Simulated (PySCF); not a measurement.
Computed shifts of a molecule C4H5N, B3LYP/pcSseg-1 run with PySCF, GIAO, gas phase, equivalent atoms averaged, in ppm (number of nuclei): ¹³C: 123.4 (2), 117.3 (2). ¹⁵N: 177.9 (1). ¹H: 7.63 (1), 6.92 (2), 6.62 (2). References: ¹³C against TMS (σ = 181.3 ppm); ¹⁵N against NH3 (σ = 265.5 ppm); ¹H against TMS (σ = 31.68 ppm), references at their B3LYP-D3(BJ)/def2-TZVP geometries, non-relativistic. Geometry: B3LYP-D3(BJ)/def2-SVP. Other conformers were not sampled.

Problem. Identify the compound among the candidates.
A. C1=CCN=C1
B. C/C=C/C#N
C. c1cc[nH]c1
D. C#C/C=N/C

Solution. C, c1cc[nH]c1
